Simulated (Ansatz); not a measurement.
Worked example: the barrier

An elementary step of H3O2, doublet (HO₂ ([O][OH]) + H₂ → H₂O₂ ([OH][OH]) + H; bonds formed: H1–O3; bonds broken: H1–H2). “Start” is the structure reached by relaxing down from the saddle towards the reactants; PBE0-D4/def2-TZVP structures. The saddle:

H1  (-0.180, -0.682, 0.505)
H2  (0.362, -1.254, 1.223)
O3  (-0.681, -0.145, -0.292)
O4  (-0.059, 1.092, -0.349)
H5  (0.558, 0.989, -1.087)
(Å)

Ansatz 0.2.0; basis: def2-TZVPP and def2-QZVPP; cores frozen in the correlated methods; orbitals are unrestricted.

Energies in eV:

| quantity | saddle | start |
| --- | --- | --- |
| Hartree–Fock, triple zeta (X = 3) | -4117.53275 | -4119.20235 |
| Hartree–Fock, quadruple zeta (X = 4) | -4117.72848 | -4119.40150 |
| MP2 correlation, X = 3 | -13.65043 | -12.85856 |
| MP2 correlation, X = 4 | -14.75018 | -13.91653 |
| CCSD(T) correlation, X = 3 | -14.51344 | -13.97100 |

Q: Work out the barrier at the basis limit: extrapolate Hartree–Fock as E(X) = E∞ + A exp(−7.88 √X) and the MP2 correlation as E(X) = E∞ + B X^−2.97 (the exponents that Neese and Valeev fitted for def2-TZVPP and QZVPP), then add CCSD(T) − MP2 in triple zeta.

A: Each step is linear, so take the differences first (saddle − start): Hartree–Fock 1.66960 (X = 3) and 1.67302 (X = 4); MP2 correlation -0.79187 and -0.83365; CCSD(T) correlation -0.54244.
Two points give E∞ = E(4) + w [E(4) − E(3)], with w = 1/(exp(7.88 (2 − √3)) − 1) = 0.1377 for Hartree–Fock and w = 1/((4/3)^2.97 − 1) = 0.7407 for the correlation.
Hartree–Fock: 1.67302 + 0.1377 × 0.00342 = 1.6735 eV.
MP2 correlation: -0.83365 + 0.7407 × (-0.04178) = -0.8646 eV.
CCSD(T) − MP2: -0.54244 − (-0.79187) = 0.2494 eV.
Sum: 1.6735 + (-0.8646) + 0.2494 = 1.0583 eV, or 24.40 kcal/mol. Plain CCSD(T) in triple zeta gives 1.1272 eV, so the larger basis shifts the result by -0.0689 eV.

No T1 diagnostic of these runs exceeds 0.030. ⟨S²⟩ of the unrestricted Hartree–Fock references: 0.75 to 0.78 (a pure state has 0.75).

Labels in which every atom is bracketed show which atoms are joined, not bond orders.

For scale, one of the runs: CCSD(T)/def2-TZVPP, 104 basis functions (an equivalent command: `ansatz run in.yaml --threads 2`). The run took 6 s on 2 CPU threads (shared host), with 0.88 GiB of host memory at its peak.
